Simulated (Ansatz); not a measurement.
```yaml
crystal:
  periodic: [false, false, false]
  atoms:
    - {symbol: As, position_ang: [-0.683833, -0.637182, -0.002439]}
    - {symbol: As, position_ang: [1.721306, -0.205724, 0.002329]}
    - {symbol: H, position_ang: [-1.037472, 0.842906, 0.000109]}
basis:
  gaussian: {orbitals: def2-TZVP}
magnetization: {spin_polarized: true, initial_magnetization: 3}
hamiltonian: {xc: pbe0}
relax: {f_tol: 0.004, max_steps: 80}
```

```sh
$ ansatz run in.yaml --threads 1 --pin off --events-out ev --progress --plain --max-ram 2176MiB
```

Steps of the relaxation (energy above the last step; positions in Å, forces in eV/Å):

```
3
step 1, 11.3 meV
As   -0.684   -0.637   -0.002   -0.428   -0.234   -0.001
As    1.721   -0.206    0.002    0.438    0.093    0.001
H    -1.037    0.843    0.000   -0.010    0.141    0.000
```

```
3
step 2, 0.6 meV
As   -0.711   -0.646   -0.003    0.085   -0.008    0.000
As    1.751   -0.201    0.002   -0.094   -0.009    0.000
H    -1.040    0.847    0.000    0.009    0.017    0.000
```

```
3
step 3, 0.0 meV
As   -0.710   -0.649   -0.003    0.006    0.004    0.000
As    1.741   -0.198    0.002    0.002   -0.005    0.000
H    -1.031    0.847    0.000   -0.009    0.000    0.000
```

```
3
step 4, 0.0 meV
As   -0.708   -0.648   -0.003    0.000   -0.002    0.000
As    1.743   -0.199    0.002    0.000    0.000    0.000
H    -1.034    0.847    0.000    0.000    0.002    0.000
```

Close pairs at the end: As1–H3 1.530 Å, As1–As2 2.491 Å.

A stationary point of unrestricted PBE0 after 4 steps, with ⟨S²⟩ = 3.760 against 3.75 for a pure state; no frequencies were run, so it isn't proven a minimum. 31 s on 1 thread of Arm Neoverse V2, shared host.
